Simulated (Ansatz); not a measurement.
# HNP: the cost of one run

The runs use Ansatz 0.2.0, Gaussian basis; def2-QZVPP, core rule «outside noble gas», up to 6 orbitals frozen.

Plan: UHF; ROHF; CCSD(T) on UHF.

2 further runs of the same task are left out: 2 set aside as unsound or not needed.

## (1) The geometry

The geometry is a PBE0/def2-TZVP stationary point (not a proven minimum) of the parent state, kept for this charge and spin.

3 atoms, charge 1, spin multiplicity 3.

Atoms are counted from 1 here; the program's logs count them from 0.

Bond lengths: N1–P2 1.539 Å, N1–H3 1.016 Å. Angles: P2–N1–H3 124.7°.

## (2) UHF

File in.yaml:

```yaml
crystal:
  periodic: [false, false, false]
  atoms:
    - {symbol: N, position_ang: [0.000000, -0.117899, 1.017231]}
    - {symbol: P, position_ang: [0.000000, 0.031932, -0.514503]}
    - {symbol: H, position_ang: [0.000000, 0.657116, 1.674759]}
basis:
  gaussian: {orbitals: "def2-QZVPP.json"}
total_charge: 1
magnetization: {spin_polarized: true, initial_magnetization: 2}
hamiltonian: {xc: hf}
output: {orbitals: {seedname: orbitals}}
```

Started as:

```sh
> ansatz run in.yaml --threads 1 --pin off --events-out ev --progress --plain --max-ram 2393MiB
```

**Question.** How long does this run take on 1 thread of Intel Xeon 6975P-C, shared host, and how much memory does it need?

About 9.5 s, with a peak of 0.32 GiB.
